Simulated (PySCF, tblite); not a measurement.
# C3H4F2S: dynamics, then NMR shifts and electronic excitations on frames, part 2 of 2

tblite 0.8.0 and PySCF 2.14.0. Atoms count from 0.

## (8) TDDFT and polarisability: 625 fs, PBE0/def2-SVPD

Job settings and geometry (Å):

```
{"job": {"kind": "uv", "xc": "PBE0", "basis": "def2-SVPD", "nstates": 5, "ntriplets": 0}, "charge": 0, "multiplicity": 1}
F      0.276000    -0.322000     2.119300
C      0.037200     0.068300     0.789100
F     -0.063800     1.459400     0.813000
C     -1.160000    -0.688900     0.301600
S     -0.111700    -1.566400    -0.992300
C      1.150400    -0.488100    -0.087300
H     -1.473400    -1.412900     1.064900
H     -2.074800    -0.316200    -0.158800
H      1.926700    -1.111400     0.257200
H      1.522600     0.284800    -0.794600
```

With the program's defaults for keys left out, this is: TDDFT PBE0/def2-SVPD, vertical, gas phase, core orbitals frozen in the response.

The program printed:

```text
coarse grid: 9536 points
cycle   1  E = -713.6062787684  dE =  6.607e-01  |g| = 6.668e-01  |ddm| = 4.185e+00
cycle   2  E = -713.4991734591  dE =  1.071e-01  |g| = 1.061e+00  |ddm| = 1.661e+00
cycle   3  E = -713.6890887587  dE = -1.899e-01  |g| = 6.760e-02  |ddm| = 9.901e-01
cycle   4  E = -713.6898779688  dE = -7.892e-04  |g| = 3.234e-02  |ddm| = 1.325e-01
cycle   5  E = -713.6901189616  dE = -2.410e-04  |g| = 6.962e-03  |ddm| = 5.762e-02
cycle   6  E = -713.6901318871  dE = -1.293e-05  |g| = 2.365e-03  |ddm| = 1.578e-02
cycle   7  E = -713.6901334322  dE = -1.545e-06  |g| = 2.651e-04  |ddm| = 4.392e-03
final grid: 90072 points
cycle   8  E = -713.7696631333  dE = -2.085e-05  |g| = 9.066e-03  |ddm| = 6.028e-02
cycle   9  E = -713.7696343241  dE =  2.881e-05  |g| = 1.454e-02  |ddm| = 2.692e-02
cycle  10  E = -713.7696818251  dE = -4.750e-05  |g| = 4.468e-04  |ddm| = 1.682e-02
cycle  11  E = -713.7696818669  dE = -4.185e-08  |g| = 1.565e-04  |ddm| = 1.545e-03
cycle  12  E = -713.7696818713  dE = -4.351e-09  |g| = 6.632e-05  |ddm| = 3.028e-04
cycle  13  E = -713.7696818725  dE = -1.191e-09  |g| = 1.284e-05  |ddm| = 1.365e-04
cycle  14  E = -713.7696818725  dE = -3.593e-11  |g| = 3.087e-06  |ddm| = 3.594e-05
converged SCF energy = -713.7696818725

Static polarisability (au): isotropic 56.791, principal 49.253 57.265 63.855

Singlet excitations
state   eV       nm        f      main configurations
  1   4.5231    274.1   0.00004   H->L 0.99
  2   5.5570    223.1   0.00819   H->L+1 0.98
  3   6.4907    191.0   0.02410   H->L+2 0.76, H->L+3 0.22
  4   6.5776    188.5   0.02313   H->L+3 0.77, H->L+2 0.22
  5   7.3554    168.6   0.00068   H->L+4 0.98
```

Wall time 10 s (1 thread of AMD EPYC 7B13, shared host); peak memory 0.71 GiB.

Key values: HOMO -6.99 eV, LUMO -0.65 eV; lowest singlet 4.52 eV.

## (9) Nuclear shieldings: 800 fs, PBE0/pcSseg-1

Job settings and geometry (Å):

```
{"job": {"kind": "nmr", "xc": "PBE0", "basis": "pcSseg-1", "pop": false}, "charge": 0, "multiplicity": 1}
F     -0.085000    -0.032400     2.370700
C     -0.177400     0.496200     1.099000
F     -0.308000     1.829100     1.280100
C     -1.261300    -0.186400     0.261900
S      0.008800    -1.077100    -0.831100
C      0.980900     0.082500     0.172700
H     -2.073300    -0.709600     0.820500
H     -1.685500     0.570700    -0.390800
H      1.774300    -0.472600     0.759000
H      1.391400     0.924800    -0.362200
```

Method: GIAO PBE0/pcSseg-1 NMR shielding, non-relativistic, gas phase.

The program printed:

```text
coarse grid: 9536 points
cycle   1  E = -713.9321036348  dE =  7.539e-01  |g| = 6.820e-01  |ddm| = 2.876e+00
cycle   2  E = -713.8474628948  dE =  8.464e-02  |g| = 1.028e+00  |ddm| = 9.422e-01
cycle   3  E = -714.0114955912  dE = -1.640e-01  |g| = 6.069e-02  |ddm| = 5.705e-01
cycle   4  E = -714.0120247702  dE = -5.292e-04  |g| = 3.546e-02  |ddm| = 6.663e-02
cycle   5  E = -714.0123085955  dE = -2.838e-04  |g| = 6.336e-03  |ddm| = 3.271e-02
cycle   6  E = -714.0123183137  dE = -9.718e-06  |g| = 2.221e-03  |ddm| = 1.045e-02
final grid: 90072 points
cycle   7  E = -714.0638693462  dE = -2.198e-05  |g| = 1.018e-02  |ddm| = 2.610e-02
cycle   8  E = -714.0638374917  dE =  3.185e-05  |g| = 1.559e-02  |ddm| = 2.257e-02
cycle   9  E = -714.0638938323  dE = -5.634e-05  |g| = 8.524e-04  |ddm| = 1.397e-02
cycle  10  E = -714.0638939528  dE = -1.205e-07  |g| = 2.482e-04  |ddm| = 8.948e-04
cycle  11  E = -714.0638939629  dE = -1.013e-08  |g| = 6.882e-05  |ddm| = 2.745e-04
cycle  12  E = -714.0638939640  dE = -1.067e-09  |g| = 1.853e-05  |ddm| = 8.478e-05
cycle  13  E = -714.0638939641  dE = -7.071e-11  |g| = 3.373e-06  |ddm| = 1.958e-05
converged SCF energy = -714.0638939641

GIAO shielding tensors (ppm)
atom      isotropic    diamagn.    paramagn.     s11        s22        s33       span
  0 F      273.490     472.443    -198.953    185.806    282.749    351.914    166.109
  1 C       59.768     244.288    -184.519     36.360     48.043     94.901     58.540
  2 F      251.649     472.251    -220.602    176.167    256.144    322.635    146.469
  3 C      128.877     253.083    -124.207     87.846    127.836    170.948     83.101
  4 S      596.554    1054.102    -457.548    258.774    619.574    911.313    652.539
  5 C      137.654     251.503    -113.848    110.421    134.176    168.366     57.946
  6 H       27.262      27.885      -0.622     23.722     25.259     32.807      9.085
  7 H       26.916      29.978      -3.063     22.986     26.219     31.542      8.556
  8 H       26.634      27.735      -1.101     22.759     24.969     32.174      9.415
  9 H       27.816      29.618      -1.803     24.060     26.791     32.597      8.537
```

Run time: 7.3 s. Hardware: 1 thread of AMD EPYC 7B13, shared host; peak memory 0.63 GiB.

Key values: δ C1 127.2, C3 58.0, C5 49.3, F2 -80.7, H8 5.08, H7 4.80 ppm.

## (10) TDDFT and polarisability: 800 fs, PBE0/def2-SVPD

The job, as its differences from that of step 9:

```diff
@@ -1,2 +1,2 @@
-{"job": {"kind": "nmr", "xc": "PBE0", "basis": "pcSseg-1", "pop": false}, "charge": 0, "multiplicity": 1}
+{"job": {"kind": "uv", "xc": "PBE0", "basis": "def2-SVPD", "nstates": 5, "ntriplets": 0}, "charge": 0, "multiplicity": 1}
 F     -0.085000    -0.032400     2.370700
```

Level: TDDFT PBE0/def2-SVPD, vertical, gas phase, core orbitals frozen in the response.

The program printed:

```text
coarse grid: 9536 points
cycle   1  E = -713.6245484377  dE =  7.060e-01  |g| = 6.314e-01  |ddm| = 4.039e+00
cycle   2  E = -713.5490205357  dE =  7.553e-02  |g| = 9.430e-01  |ddm| = 1.437e+00
cycle   3  E = -713.6970805404  dE = -1.481e-01  |g| = 6.264e-02  |ddm| = 8.213e-01
cycle   4  E = -713.6976928716  dE = -6.123e-04  |g| = 3.262e-02  |ddm| = 1.210e-01
cycle   5  E = -713.6979405813  dE = -2.477e-04  |g| = 5.914e-03  |ddm| = 5.490e-02
cycle   6  E = -713.6979492438  dE = -8.663e-06  |g| = 2.166e-03  |ddm| = 1.409e-02
final grid: 90072 points
cycle   7  E = -713.7769433250  dE = -1.574e-05  |g| = 1.020e-02  |ddm| = 5.777e-02
cycle   8  E = -713.7769082140  dE =  3.511e-05  |g| = 1.570e-02  |ddm| = 3.202e-02
cycle   9  E = -713.7769695042  dE = -6.129e-05  |g| = 8.189e-04  |ddm| = 2.074e-02
cycle  10  E = -713.7769696415  dE = -1.373e-07  |g| = 2.275e-04  |ddm| = 1.805e-03
cycle  11  E = -713.7769696522  dE = -1.069e-08  |g| = 6.069e-05  |ddm| = 3.901e-04
cycle  12  E = -713.7769696531  dE = -8.713e-10  |g| = 1.984e-05  |ddm| = 1.624e-04
converged SCF energy = -713.7769696531

Static polarisability (au): isotropic 56.295, principal 49.134 56.577 63.175

Singlet excitations
state   eV       nm        f      main configurations
  1   4.5146    274.6   0.00018   H->L 0.98
  2   5.9780    207.4   0.01387   H->L+1 0.93
  3   6.4973    190.8   0.01723   H->L+2 0.93
  4   6.8326    181.5   0.03712   H->L+3 0.99
  5   7.5123    165.0   0.00181   H->L+4 0.93
```

Run time: 10 s. Hardware: 1 thread of AMD EPYC 7B13, shared host; peak memory 0.71 GiB.

In short: HOMO -7.01 eV, LUMO -0.69 eV; lowest singlet 4.51 eV.

## (11) Shielding tensors: 1000 fs, PBE0/pcSseg-1

Job settings and geometry (Å):

```
{"job": {"kind": "nmr", "xc": "PBE0", "basis": "pcSseg-1", "pop": false}, "charge": 0, "multiplicity": 1}
F     -0.639800     0.800600     2.411400
C     -0.883300     0.866600     1.135000
F     -1.471400     2.132100     0.963300
C     -1.758100    -0.282700     0.605000
S     -0.595500    -0.759100    -0.661300
C      0.324900     0.683800     0.105800
H     -2.049400    -1.014900     1.361400
H     -2.655800     0.148000     0.171200
H      1.339200     0.259600     0.505700
H      0.543200     1.439000    -0.601400
```

Level: GIAO PBE0/pcSseg-1 NMR shielding, non-relativistic, gas phase.

The program printed:

```text
coarse grid: 9536 points
cycle   1  E = -713.9197342682  dE =  7.955e-01  |g| = 6.993e-01  |ddm| = 2.884e+00
cycle   2  E = -713.8276091325  dE =  9.213e-02  |g| = 1.061e+00  |ddm| = 9.502e-01
cycle   3  E = -714.0045252503  dE = -1.769e-01  |g| = 6.681e-02  |ddm| = 5.687e-01
cycle   4  E = -714.0051930107  dE = -6.678e-04  |g| = 3.713e-02  |ddm| = 7.113e-02
cycle   5  E = -714.0054571338  dE = -2.641e-04  |g| = 6.269e-03  |ddm| = 2.815e-02
cycle   6  E = -714.0054647931  dE = -7.659e-06  |g| = 2.305e-03  |ddm| = 8.626e-03
final grid: 90072 points
cycle   7  E = -714.0569276183  dE = -2.459e-05  |g| = 9.379e-03  |ddm| = 2.478e-02
cycle   8  E = -714.0569056452  dE =  2.197e-05  |g| = 1.388e-02  |ddm| = 1.896e-02
cycle   9  E = -714.0569471445  dE = -4.150e-05  |g| = 9.012e-04  |ddm| = 1.129e-02
cycle  10  E = -714.0569472811  dE = -1.366e-07  |g| = 2.388e-04  |ddm| = 8.932e-04
cycle  11  E = -714.0569472910  dE = -9.895e-09  |g| = 6.608e-05  |ddm| = 2.641e-04
cycle  12  E = -714.0569472920  dE = -9.668e-10  |g| = 1.748e-05  |ddm| = 7.486e-05
converged SCF energy = -714.0569472920

GIAO shielding tensors (ppm)
atom      isotropic    diamagn.    paramagn.     s11        s22        s33       span
  0 F      268.946     469.940    -200.994    221.821    265.098    319.919     98.097
  1 C       57.863     244.556    -186.693     39.701     48.956     84.932     45.231
  2 F      235.652     472.231    -236.578    139.109    218.542    349.306    210.198
  3 C      141.219     253.068    -111.849    117.697    132.270    173.691     55.993
  4 S      624.189    1054.829    -430.639    389.360    550.031    933.177    543.816
  5 C      129.159     251.014    -121.855     98.886    121.674    166.917     68.031
  6 H       28.092      28.811      -0.719     24.648     26.288     33.339      8.692
  7 H       27.690      28.853      -1.163     24.271     26.221     32.579      8.308
  8 H       25.734      27.494      -1.760     21.469     24.569     31.163      9.694
  9 H       27.988      30.241      -2.253     24.625     26.613     32.725      8.100
```

Run time: 7 s. Hardware: 1 thread of AMD EPYC 7B13, shared host; peak memory 0.64 GiB.

This run: δ C1 129.1, C5 57.8, C3 45.7, F2 -64.7, H8 5.98, H7 4.03 ppm.

## (12) TDDFT and polarisability: 1000 fs, PBE0/def2-SVPD

The job, as its differences from that of step 11:

```diff
@@ -1,2 +1,2 @@
-{"job": {"kind": "nmr", "xc": "PBE0", "basis": "pcSseg-1", "pop": false}, "charge": 0, "multiplicity": 1}
+{"job": {"kind": "uv", "xc": "PBE0", "basis": "def2-SVPD", "nstates": 5, "ntriplets": 0}, "charge": 0, "multiplicity": 1}
 F     -0.639800     0.800600     2.411400
```

With the program's defaults for keys left out, this is: TDDFT PBE0/def2-SVPD, vertical, gas phase, core orbitals frozen in the response.

The program printed:

```text
coarse grid: 9536 points
cycle   1  E = -713.6123247937  dE =  7.475e-01  |g| = 6.491e-01  |ddm| = 4.102e+00
cycle   2  E = -713.5293084871  dE =  8.302e-02  |g| = 9.774e-01  |ddm| = 1.476e+00
cycle   3  E = -713.6901077791  dE = -1.608e-01  |g| = 6.964e-02  |ddm| = 8.597e-01
cycle   4  E = -713.6908908414  dE = -7.831e-04  |g| = 3.402e-02  |ddm| = 1.192e-01
cycle   5  E = -713.6911257564  dE = -2.349e-04  |g| = 6.112e-03  |ddm| = 4.616e-02
cycle   6  E = -713.6911330063  dE = -7.250e-06  |g| = 2.231e-03  |ddm| = 1.188e-02
final grid: 90072 points
cycle   7  E = -713.7702021466  dE = -1.871e-05  |g| = 9.278e-03  |ddm| = 5.815e-02
cycle   8  E = -713.7701784610  dE =  2.369e-05  |g| = 1.385e-02  |ddm| = 2.722e-02
cycle   9  E = -713.7702223130  dE = -4.385e-05  |g| = 8.812e-04  |ddm| = 1.612e-02
cycle  10  E = -713.7702224722  dE = -1.592e-07  |g| = 2.157e-04  |ddm| = 1.833e-03
cycle  11  E = -713.7702224826  dE = -1.038e-08  |g| = 6.158e-05  |ddm| = 4.213e-04
cycle  12  E = -713.7702224835  dE = -9.104e-10  |g| = 1.964e-05  |ddm| = 1.410e-04
converged SCF energy = -713.7702224835

Static polarisability (au): isotropic 56.278, principal 48.822 57.972 62.041

Singlet excitations
state   eV       nm        f      main configurations
  1   4.7672    260.1   0.00027   H->L 0.97
  2   5.8532    211.8   0.01149   H->L+1 0.95
  3   6.3961    193.8   0.01409   H->L+2 0.96
  4   6.6517    186.4   0.03661   H->L+3 0.98
  5   7.3745    168.1   0.00499   H->L+4 0.95
```

Run time: 9.7 s. Hardware: 1 thread of AMD EPYC 7B13, shared host; peak memory 0.71 GiB.

This run: HOMO -6.89 eV, LUMO -0.36 eV; lowest singlet 4.77 eV.

## (13) Comparing the runs: NMR shifts

Shifts (ppm) of some atoms, chosen among heavy atoms and hydrogens apart, with basis size and wall time:

```
  frame    C5    C3    H9    H8      F0     F2    S4  functions   time
 250 fs  50.3  44.0  4.62  4.22   -66.6  -95.6  -118        129   11 s
 425 fs  51.3  49.8  6.39  3.99   -79.4  -82.8  -112        129  7.2 s
 625 fs  43.4  43.8  4.36  3.62   -56.1  -72.4   -85        129  7.3 s
 800 fs  49.3  58.0  3.90  5.08  -102.5  -80.7   -93        129  7.3 s
1000 fs  57.8  45.7  3.73  5.98   -98.0  -64.7  -120        129    7 s
```

## (14) Side by side: electronic excitations

Excitations and ground-state properties, with basis size and wall time:

```csv
frame,lowest singlet (eV),brightest (eV),f,gap (eV),α (Å³),μ (D),functions,time
250 fs,4.82,6.79,0.045,6.58,8.21,0.79,165,13 s
425 fs,4.75,6.66,0.044,6.54,8.32,0.81,165,9.6 s
625 fs,4.52,6.49,0.024,6.34,8.42,0.93,165,10 s
800 fs,4.51,6.83,0.037,6.32,8.34,0.97,165,10 s
1000 fs,4.77,6.65,0.037,6.53,8.34,0.76,165,9.7 s
```

## (15) What came out

The summary covers parts 1 to 2.

| quantity | value |
| --- | --- |
| thermostat | 400 K |
| mean temperature, second half | 380 K |
| mean potential energy above the minimum | 0.32 eV |
| 13C shifts against TMS (PBE0/pcSseg-1, 250 fs) | 132.0, 50.3, 44.0 ppm |
| 1H shifts against TMS (PBE0/pcSseg-1, 250 fs) | 4.62, 4.22, 3.66, 2.70 ppm |
| 19F shifts against CFCl3 (PBE0/pcSseg-1, 250 fs) | -66.6, -95.6 ppm |
| 33S shifts against CS2 (PBE0/pcSseg-1, 250 fs) | -118 ppm |
| surface potential, 1st and 99th percentile | -0.75 V and 1.16 V |
| lowest singlet (PBE0/def2-SVPD, 250 fs) | 4.82 eV (257 nm), f = 0.001 |
| brightest single state of those computed | state 4, 6.79 eV, f = 0.045 |
| range of the shift of F0 | -102.5 to -56.1 ppm |
| range of the lowest singlet | 4.51 to 4.82 eV |

What this shows: In the second half the potential energy averages 0.32 eV above the minimum; equipartition over 24 harmonic modes at 400 K would give 0.41 eV. With 10 atoms the temperature swings widely (129 to 594 K). Shifts at one fixed geometry are not the observed spectrum, which averages over the motion. In the first frame run (250 fs): The largest span, 555 ppm, is at S4, where the paramagnetic term is -433 ppm. The first singlet state (HOMO→LUMO 0.97) lies at 4.82 eV and is dark; of the 5 states computed, the strongest absorption comes from state 4 at 6.79 eV. In ppm, F0 moves most: its shift spreads over 46.4 ppm, from -102.5 (800 fs) to -56.1 (625 fs). The lowest singlet runs from 4.51 eV (800 fs) to 4.82 eV (250 fs), while the orbital gap spans 6.32 to 6.58 eV. The lowest state need not be the same one in every run.
